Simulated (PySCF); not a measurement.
# Which basis set comes closest?

Molecule: Phosphorus pentafluoride (SMILES F[P@TB1](F)(F)(F)F).

Geometry:
```
atom   x (Å)   y (Å)   z (Å)
  F1   0.642  -0.574  -1.352
  P2   0.003  -0.005  -0.008
  F3   1.110   1.104   0.049
  F4   0.244  -1.389   0.692
  F5  -1.344   0.268  -0.763
  F6  -0.636   0.564   1.337
```

Geometry PBE0-D3(BJ)/def2-SVP throughout; GIAO in PySCF 2.14, gas phase, one conformer, non-relativistic; equivalent atoms averaged; functional PBE0.

Reference values (measured; NMR Tables: representative 31P chemical shifts referenced to 85 % H3PO4 (instrument maker's almanac)): δ(P2) = -80.3 ppm vs 85 % H3PO4. Computed shifts are taken against H3PO4, calculated as an isolated molecule at each level.

How do the basis sets pcSseg-0, cc-pVDZ, aug-cc-pVDZ, cc-pVTZ, IGLO-III perform against the reference? Times are CPU seconds on 1 thread of an Arm Neoverse V1, shared host.

## Answers


```
  basis set  functions     P2  abs. error P  core-s
   pcSseg-0         58  -22.7          57.6     2.7
    cc-pVDZ         88  -38.4          41.9     4.5
aug-cc-pVDZ        142  -47.9          32.4     8.4
    cc-pVTZ        184  -66.2          14.1      12
   IGLO-III        219  -63.8          16.5      15
```

For ³¹P the closest is cc-pVTZ (14.1 ppm) and the furthest pcSseg-0 (57.6 ppm). Where a smaller basis beats a larger one, errors probably cancel. One molecule is a small sample, and vibrational and solvent effects are absent from the calculation.

A small basis that lands close on one nucleus may do so by chance; judge by the trend and by all nuclei.
